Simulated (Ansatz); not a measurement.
Ligand exchange: C2HF + BH(CH3)(SH) → C2H2S + BH(CH3)F

Species: C2HF (fluoroacetylene) `C#CF`, singlet; BH(CH3)(SH), singlet; C2H2S (ethynethiol) `C#CS`, singlet; BH(CH3)F, singlet. The partners trade F for SH: C–F and B–SH bonds give way to C–SH and B–F.

Shapes, held fixed at every level: PBE0-D4/def2-TZVP. Flexible molecules stand in one conformer, not always the lowest. Programs: Ansatz 0.2.0. The zero-point and thermal change to 298 K, harmonic and unscaled (PBE0-D4/def2-TZVP), is -1.9 kJ/mol.

(1) Estimate ΔH(298 K) of this reaction.

## Answers

(1) The highest level, CCSD(T)/CBS estimate, gives ΔH(298 K) = -155.3 kJ/mol; the levels span -160.0 to -139.1. The column of differences is taken from that level and isn't an error. No measured value is set beside it here. The CBS estimate extrapolates MP2 from def2-TZVPP and def2-QZVPP and adds CCSD(T) − MP2 in the triple-zeta set, cores frozen. Times are processor times on shared x86 and Arm servers, and rough.

| level | kind | ΔH(298 K) (kJ/mol) | less CCSD(T)/CBS estimate | CPU time (sum over the molecules) |
| --- | --- | --- | --- | --- |
| PBE-D4/def2-TZVPP | GGA | -139.1 | +16.2 | 16 s |
| B3LYP-D4/def2-TZVPP | global hybrid | -151.5 | +3.8 | 18 s |
| r2SCAN0-D4/def2-TZVPP | global hybrid | -149.8 | +5.5 | 23 s |
| MP2/def2-TZVPP | perturbation theory | -160.0 | -4.7 | – |
| CCSD(T)/def2-TZVPP | coupled cluster or CI | -152.6 | +2.7 | 1.9 min |
| CCSD/def2-TZVPP | coupled cluster or CI | -153.8 | +1.5 | – |
| CCSD(T)/CBS estimate | coupled cluster or CI | -155.3 | 0.0 | 7.6 min |
